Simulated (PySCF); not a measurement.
Species: C3HF3.
SMILES with atom numbers: `[CH:1]#[C:2][C:3]([F:4])([F:5])[F:6]` (hydrogens: H7 on C1)

Computed with core-valence-separated Tamm–Dancoff BHandHLYP/aug-pcX-1 (pcseg-1 on H) in PySCF, non-relativistic, gas phase, PBE0-D3(BJ)/def2-SVP geometry.

Computed fluorine K-edge spectrum, Gaussian lines of 0.3 eV full width, highest printed point 100; it ends one width below the last computed root. No empirical shift is added; at this level the pattern usually sits a few eV under experiment.

```tsv
photon energy (eV)	absorption
686.0	1
686.1	5
686.2	26
686.3	69
686.4	100
686.5	78
686.6	33
686.7	7
686.8	1
686.9	0
687.0	0
687.1	0
687.2	0
687.3	1
687.4	6
687.5	14
687.6	19
687.7	14
687.8	6
687.9	3
688.0	5
688.1	9
688.2	8
688.3	4
688.4	1
688.5	0
688.6	0
688.7	1
688.8	3
688.9	11
689.0	20
689.1	24
```

Question: Where are the maxima, and which lines make them up?

Answer: 3 maxima:
- 686.4 eV: F4/F5/F6 (fluorine of a CF3 group), 686.41 eV, f = 0.084, sum of 3, 100 % of the height at the exact maximum
- 687.6 eV: F4/F5/F6 (fluorine of a CF3 group), 687.60 eV, f = 0.016, sum of 3, 100 % of the height at the exact maximum
- 688.1 eV: F4/F5/F6 (fluorine of a CF3 group), 688.14 eV, f = 0.008, sum of 3, 100 % of the height at the exact maximum

Further lines of some strength in the range: F4/F5/F6, 689.04 eV, f = 0.017, sum of 3.

Roots within 0.03 eV on the same or equivalent atoms count as one line; shares under 12 % aren't listed.

Vibrational structure and lifetime widths aren't in the curve. The ionisation threshold wasn't computed; near and above it a finite basis only mimics Rydberg series and continuum.

Rough CPU time on one thread of a shared machine: about 16 s.
